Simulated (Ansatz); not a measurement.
# SiH3Cl: an energy map over angle Cl2–Si1–H4 and angle H3–Si1–H4

How does the energy of ClH₃Si, SMILES [SiH3]Cl change over two coordinates at once? A grid of runs gives the map.

Computed with Ansatz 0.2.0. Level: RKS PBE0-D4/def2-TZVP.

## Step 1: Where the work starts

SMILES `[SiH3]Cl`, 5 atoms, charge 0, spin multiplicity 1.

Atoms are counted from 1 here; the program's logs count them from 0.

Bond lengths: Si1–Cl2 2.081 Å, Si1–H3 1.500 Å, Si1–H4 1.500 Å, Si1–H5 1.500 Å. Angles: Cl2–Si1–H3 109.1°, Cl2–Si1–H4 109.1°, Cl2–Si1–H5 109.1°, H3–Si1–H4 109.9°, H3–Si1–H5 109.9°, H4–Si1–H5 109.9°.

Geometry (Å):

| atom | x (Å) | y (Å) | z (Å) |
| --- | --- | --- | --- |
| Si1 | -0.1060 | 0.0169 | -0.0298 |
| Cl2 | 1.8702 | -0.5221 | 0.3357 |
| H3 | -0.9677 | -0.4910 | 1.0884 |
| H4 | -0.5472 | -0.5897 | -1.3291 |
| H5 | -0.1996 | 1.5123 | -0.1068 |

This geometry comes from a loose relaxation at PBE in a small basis, which is not shown.

## Step 3: Setting up the map

First coordinate, angle Cl2–Si1–H4: 15 values from 63.5 to 153.5 °. Second coordinate, angle H3–Si1–H4: 15 values from 85.4 to 135.4 °.

Nothing else is relaxed (all other coordinates rigid). Energies count from the relaxed molecule at the same level. Points are written as (first, second).

(The set-up runs are not shown.)

## Step 4: Grid point (127.8°, 110.4°)

The input, input.yaml:

```yaml
crystal:
  periodic: [false, false, false]
  atoms:
    - { symbol: Si, position_ang: [-0.112033, 0.018561, -0.030864] }
    - { symbol: Cl, position_ang: [1.717286, -0.13306, 0.889733] }
    - { symbol: H, position_ang: [-0.950955, -0.488306, 1.079038] }
    - { symbol: H, position_ang: [-0.534709, -0.585729, -1.314907] }
    - { symbol: H, position_ang: [-0.190794, 1.495362, -0.104671] }
basis:
  gaussian: { orbitals: def2-TZVP }
hamiltonian:
  xc: pbe0
  dispersion: d4
output:
  forces: true
```

Run with:

```bash
$ ansatz run input.yaml --threads 1 --pin off --max-ram 2560MiB --backend cpu --events-out ev --progress --plain --runs-dir out
```

Further runs follow: the other points that were computed.

Before running it: what results should come out? Wanted: lowest point; highest computed point; largest force on an atom.

**Answer**, as computed:

| quantity | value |
| --- | --- |
| lowest point | (108.5°, 110.4°), 0 kJ/mol |
| highest computed point | (153.5°, 135.4°), 293 kJ/mol above the lowest |
| largest force on an atom (eV/Å) | 0.00 at (108.5°, 110.4°) to 4.73 at (153.5°, 135.4°); 0.00 at the lowest point |
| time for the whole task | 5.4 min on 1 thread, shared host |

In words: The lowest computed point is at (108.5°, 110.4°), which is the relaxed molecule at the same level itself. The grid shows no other well, apart from its symmetry copies. The highest computed point, (153.5°, 135.4°), lies 293 kJ/mol above the lowest. Round the minimum the valley is somewhat tilted: raising angle Cl2–Si1–H4 shifts the best value of angle H3–Si1–H4 downwards (coupling k₁₂/√(k₁₁k₂₂) about 0.3).
